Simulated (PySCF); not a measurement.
cyclobutane (C4H8), SMILES C1CCC1. The structure is a stationary point at PBE-D3(BJ)/def2-SVP.

Question: Give the equilibrium geometry at PBE-D3(BJ)/def2-SVP (PySCF confirms it by a frequency run) as bond lengths and angles, and its point group. (An estimate is asked for; the answer gives what the named calculation found.)

Answer: point group D2d.
Atoms: C1 C2 C3 C4 H5 H6 H7 H8 H9 H10 H11 H12. Bonded distances (Å): C1–C2 1.552, C1–C4 1.552, C1–H5 1.110, C1–H6 1.109, C2–C3 1.552, C2–H7 1.110, C2–H8 1.109, C3–C4 1.552, C3–H9 1.109, C3–H10 1.110, C4–H11 1.110, C4–H12 1.109. Angles (°): C2–C1–C4 88.5, C2–C1–H5 111.5, C2–C1–H6 118.1, C4–C1–H5 111.5, C4–C1–H6 118.1, H5–C1–H6 108.2, C1–C2–C3 88.5, C1–C2–H7 111.5, C1–C2–H8 118.1, C3–C2–H7 111.5, C3–C2–H8 118.1, H7–C2–H8 108.2, C2–C3–C4 88.5, C2–C3–H9 118.1, C2–C3–H10 111.5, C4–C3–H9 118.1, C4–C3–H10 111.5, H9–C3–H10 108.2, C1–C4–C3 88.5, C1–C4–H11 111.5, C1–C4–H12 118.1, C3–C4–H11 111.5, C3–C4–H12 118.1, H11–C4–H12 108.2.
Charge 0, spin multiplicity 1.
